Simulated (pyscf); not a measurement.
Elementary routes open to H₂N–SiH(NH₂)–NH₂ (SMILES N[SiH](N)N) + H₂O (SMILES O) in the gas phase (singlet surface):
A. NH₃ (SMILES N) + H₂N–SiH(NH₂)–OH (SMILES N[SiH](N)O) (N–Si, H–O broken; H–N, O–Si formed)
B. H₂N–Si(NH₂)(NH₂)–OH (SMILES N[Si](N)(N)O) + H₂ (SMILES [H][H]) (H–Si, H–O broken; O–Si, H–H formed)

Single points on ωB97X-D3(BJ)/def2-SVP structures (PySCF, gas phase).

Q: Rank the routes by free-energy barrier at 1200 K, lowest first, for ωB97M-D3(BJ)/def2-TZVP energies (ideal gas, 1 atm, RRHO with modes under 100 cm⁻¹ raised to 100, one conformer, R ln 2 for chiral ones without a mode under 150 cm⁻¹).

A: A (2.89 eV), B (3.06 eV)

Route A is the fastest of these, ahead of the next by 0.16 eV. The most stable products are those of B (ΔG = -0.97 eV), whose barrier is 0.16 eV higher: the kinetic and the thermodynamic product differ. At 298 K A is still the fastest. A: On the reactant side the descent ends in a complex, 0.26 eV under the separated species and 1.11 eV under the saddle at ωB97X-D3(BJ)/def2-TZVP. On the product side the descent ends in a complex (not fully relaxed), 0.23 eV under the separated species and 1.60 eV under the saddle at ωB97X-D3(BJ)/def2-TZVP. B: On the reactant side the descent ends in a complex (not fully relaxed), 0.19 eV under the separated species and 1.45 eV under the saddle at ωB97X-D3(BJ)/def2-TZVP. Only these routes are compared; each barrier is that of the saddle found, and lower ones may exist.
